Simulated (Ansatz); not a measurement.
The first iterations of a band of CH₃AlF (6 atoms, charge -1, multiplicity 1).

The calculation used Ansatz, RKS PBE0/def2-SVP.

```yaml
movable_images: 7
climbing_image: yes
spring: 5.0 eV/Å²
optimiser: quadratic models (default)
start_path: through a guess of the saddle point
force_threshold: 0.05 eV/Å
iteration_limit: 60
end_points: relaxed
```

First end point:

```xyz
6
Properties=species:S:1:pos:R:3
C -0.594 0.012 -0.849
Al 0.449 -0.004 0.649
F 1.912 -0.880 0.843
H -1.526 0.601 -0.891
H -0.407 -0.530 -1.789
H 0.168 0.801 2.037
```

Last end point:

```xyz
6
Properties=species:S:1:pos:R:3
C -0.460 0.298 -0.248
Al 0.268 -1.318 0.819
F 1.943 -0.861 0.838
H -1.559 0.299 -0.377
H -0.012 0.323 -1.264
H -0.180 1.259 0.233
```

| iteration | highest image above the first end (eV) | largest band force component (eV/Å) |
| --- | --- | --- |
| 1 | 4.771 | 7.859 |
| 2 | 3.601 | 3.604 |
| 3 | 2.473 | 2.744 |
| 4 | 2.331 | 2.867 |

Problem. Does the band converge within its limit, and where does its top end?

Solution. The forces met the threshold. It ended after 13 iterations with the highest image 1.689 eV above the first end. Neighbouring images differ by up to 1.2 eV, so the band resolves the path poorly. A vibrational analysis at the climbing image gives one clearly imaginary mode, 1050i cm⁻¹: a first-order saddle point. The orbitals stay closed-shell, which can raise the energy where a bond breaks towards radicals; this wasn't checked here. Limits of this set-up: an anion without diffuse functions, the dipole of an ion depends on the origin.

Time of the run: 2.3 min on 1 thread of Arm Neoverse V1, on a shared host, peak memory 0.11 GiB.
